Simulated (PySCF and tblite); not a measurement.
Results of a calculation; reference values are marked as such.
C₅H₁₁N, numbered as in [CH3:1][C@@H:2]1[CH2:3][CH2:4][NH:5][CH2:6]1. The same 3 conformers on PBE0-D3(BJ)/def2-SVP geometries, with only the functional of the single-point energies changed (basis set def2-TZVP, solvent none (gas phase), D3(BJ) where defined; PySCF).

The 5-ring runs over atoms 2–3–4–5–6.

```csv
conformer,shape,symmetry,dipole D
1,"5-ring between envelope and twist (ring torsions -18, 41, -47, 33, -9°)",C1,0.76
2,"5-ring between envelope and twist (ring torsions 21, -43, 47, -32, 7°)",C1,0.93
3,"5-ring between envelope and twist (ring torsions -6, 28, -39, 35, -16°)",C1,1.35
```

Energies (kcal/mol) above conformer 1 and its weight at 298.15 K (thermal terms from GFN2-xTB):

```
functional  E(2) − E(1)  E(3) − E(1)  weight of 1 (%)
      PBE0         0.15         0.11               51
    r2SCAN         0.09        -0.01               47
    M06-2X        -0.07         0.06               44
     HSE06            ?            ?                ?
      BLYP         0.14        -0.05               48
 BHandHLYP         0.20         0.30               55
   wB97X-D         0.26         0.09               54
```

Task: What does HSE06 give?

Result: E(2) − E(1) = 0.18 kcal/mol, E(3) − E(1) = 0.15 kcal/mol, weight of conformer 1 52 %.

Task: How much does the choice of functional matter?

Result: The widest range is that of E(3) − E(1), which runs from -0.05 (BLYP) to 0.30 kcal/mol (BHandHLYP), a spread of 0.35, against RT = 0.59.
